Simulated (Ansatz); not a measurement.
I need an active-space calculation of ClH4NSi, SMILES N[SiH2]Cl. Use the Ansatz DFT code, driven from Python. Level of theory: SC-NEVPT2, cc-pVDZ basis, multiplicity 1.

The script reads `clh4nsi.xyz`:
```text
7

N    -0.77960   -0.27930   -0.70210
Si    0.55910    0.00820    0.21990
Cl    0.58260   -1.36580    1.70570
H    -0.88680    0.57380   -1.33180
H    -1.63150   -0.26390   -0.11240
H     0.43720    1.37280    0.81490
H     1.78020   -0.11380   -0.63990
```

The script, `cas.py`:
```python
import ansatz as az

params = {
    "basis": "cc-pVDZ",
}

mol = az.Crystal.molecule_from_extxyz("clh4nsi.xyz")

model = (
    mol.calculation()
    .basis(gaussian=params["basis"])
    .correlation(active_electrons=4, active_orbitals=5)
)
for method in ["sc_nevpt2"]:
    rep = (model if method is None else model.correlation(method)).run(threads=1).report
    space = rep["configurations"]
    state = space["states"][0]
    print(method or "casscf", f"total {rep['free_energy_ev'] / 27.211386246:.6f} Ha, active-space state {state['energy']['hartree']:.6f} Ha, mean field {rep['reference_energy_ev'] / 27.211386246:.6f} Ha")
    print("  determinants", state["n_determinants"], " natural occupations", [round(n, 3) for n in space["natural_occupations"]])
```

```console
$ python cas.py
sc_nevpt2 total -805.679485 Ha, active-space state -805.322958 Ha, mean field -805.274376 Ha
  determinants 100  natural occupations [1.978, 1.975, 0.023, 0.02, 0.004]
```

Reading the output:
- Total energies depend on the basis set; only differences at equal settings carry meaning.
- The geometry is a force-field or estimated start, not a minimum of this method, and the basis set is short of its limit. The active space starts as a window about the frontier orbitals and is then optimised, not chosen by chemistry.
- It ran for 6.3 s on 1 thread of Arm Neoverse V2, on a shared host, peak memory 0.21 GiB.
